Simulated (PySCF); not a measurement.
## Gas-phase XPS of `Cc1cccs1`, computed

Species: C5H6S.
SMILES with atom numbers: `[CH3:1][c:2]1[cH:3][cH:4][cH:5][s:6]1`

Level of theory: PySCF, delta-SCF UKS SCAN, pcX-2 on the ionised atom, pcseg-1 elsewhere, spin-free X2C. Each binding energy is the total energy of the core-ionised species, with the hole localised on one atom, minus that of the ground state; both are solved self-consistently, so orbital relaxation is included.

Q: What binding energy does each computed site have?

A: 
```json
{"atom(s)": "S6", "bonded to": "2 C (aromatic in the SMILES)", "level": "S 1s", "binding energy (eV)": "2477.61", "above the level's lowest (eV)": "0.00", "count": "1"}
{"atom(s)": "C1", "bonded to": "C and 3 H", "level": "C 1s", "binding energy (eV)": "290.97", "above the level's lowest (eV)": "+0.96", "count": "1"}
{"atom(s)": "C2", "bonded to": "S (aromatic in the SMILES), C (aromatic in the SMILES) and C", "level": "C 1s", "binding energy (eV)": "290.63", "above the level's lowest (eV)": "+0.62", "count": "1"}
{"atom(s)": "C5", "bonded to": "S (aromatic in the SMILES), C (aromatic in the SMILES) and H", "level": "C 1s", "binding energy (eV)": "290.36", "above the level's lowest (eV)": "+0.35", "count": "1"}
{"atom(s)": "C4", "bonded to": "2 C (aromatic in the SMILES) and H", "level": "C 1s", "binding energy (eV)": "290.13", "above the level's lowest (eV)": "+0.12", "count": "1"}
{"atom(s)": "C3", "bonded to": "2 C (aromatic in the SMILES) and H", "level": "C 1s", "binding energy (eV)": "290.01", "above the level's lowest (eV)": "0.00", "count": "1"}
```

The listed C 1s values span 0.96 eV, from C3 (bonded to 2 C (aromatic in the SMILES) and H) to C1 (bonded to C and 3 H). The widest gap between neighbouring values is 0.34 eV, between 290.63 and 290.97 eV. Summing the Pauling electronegativity differences to the bonded atoms, each weighted by its formal bond order, gives -0.35 for the lowest site and -1.05 for the highest; the largest sum, +0.05, belongs to C2, 0.34 eV below the top. The smallest sum, -1.05, belongs to C1, 0.96 eV above the lowest.

Q: Which effective nuclear charge Zeff reproduces each element's mean 1s value in the hydrogen-like formula E = 13.606 eV × Zeff²?

A: C (Z = 6): mean 290.4 eV, Zeff = 4.62, Z − Zeff = 1.38; S (Z = 16): mean 2477.6 eV, Zeff = 13.49, Z − Zeff = 2.51. Means run over the listed sites, weighted by atom count.

Not every level is listed. Isolated species at its GFN2-xTB geometry, gas phase.
